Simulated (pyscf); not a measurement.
# Addition across a multiple bond or ene-type step: O=Nb(F)(F)–F + hydrogen chloride (HCl) -> HO–Nb(F)(F)(F)–Cl

Gas phase, singlet surface, charge 0. Bonds broken: Cl6–H7. Bonds formed: O1–H7, Nb2–Cl6. Single points on ωB97X-D3(BJ)/def2-SVP structures (PySCF, gas phase).

Transition state (Å):

```xyz
7

O     -1.4831    -0.2297     0.3586
Nb     0.0079     0.4353    -0.2857
F      0.7350     1.8154     0.7034
F     -0.5416     1.4448    -1.7227
F      1.0517    -0.7653    -1.2240
Cl     0.5701    -1.0729     1.8309
H     -0.8390    -0.8308     1.2713
```

One imaginary mode, 1192i cm⁻¹; descent along it reached the two sides named, in the forms told below.

```json
[
 {"bond": "Cl6–H7", "change": "breaks", "reactant side (Å)": "1.289", "saddle": "1.535", "product side": "3.1"},
 {"bond": "O1–H7", "change": "forms", "reactant side (Å)": "2.499", "saddle": "1.269", "product side": "0.965"},
 {"bond": "Nb2–Cl6", "change": "forms", "reactant side (Å)": "2.9", "saddle": "2.7", "product side": "2.337"}
]
```

Electronic energies relative to the separated reactants (eV):

```json
[
 {"level": "ωB97X-D3(BJ)/def2-TZVP", "barrier": "0.17", "reaction energy": "-0.81", "reverse barrier": "0.98"},
 {"level": "PBE/def2-TZVP", "barrier": "0.15", "reaction energy": "-0.63", "reverse barrier": "0.78"},
 {"level": "r²SCAN/def2-TZVP", "barrier": "0.07", "reaction energy": "-0.84", "reverse barrier": "0.91"},
 {"level": "B3LYP-D3(BJ)/def2-TZVP", "barrier": "0.25", "reaction energy": "-0.74", "reverse barrier": "0.98"},
 {"level": "PBE0-D3(BJ)/def2-TZVP", "barrier": "0.16", "reaction energy": "-0.75", "reverse barrier": "0.92"},
 {"level": "M06-2X/def2-TZVP", "barrier": "0.22", "reaction energy": "-0.77", "reverse barrier": "0.99"},
 {"level": "ωB97M-D3(BJ)/def2-TZVP", "barrier": "0.33", "reaction energy": "-0.62", "reverse barrier": "0.96"}
]
```

With ωB97M-D3(BJ)/def2-TZVP energies and thermal terms (ideal gas, 1 atm, RRHO with modes under 100 cm⁻¹ raised to 100, one conformer, R ln 2 for chiral ones without a mode under 150 cm⁻¹), in eV:

```tsv
T (K)	ΔH‡	ΔG‡	ΔH	ΔG
298	0.28	0.71	-0.52	-0.12
600	0.28	1.15	-0.49	+0.28
900	0.30	1.58	-0.45	+0.66
1200	0.32	2.01	-0.42	+1.02
```

On the reactant side the descent ends in an adduct with a Cl–Nb contact, 0.29 eV under the separated species and 0.46 eV under the saddle at ωB97X-D3(BJ)/def2-TZVP. What is counted as formed (Cl–Nb) is already present as a longer contact in the reactant adduct; forming that adduct is a step of its own. This is the saddle that the search found; another between the same sides may lie lower. Elements past Kr carry the def2 core potentials, without spin-orbit coupling.
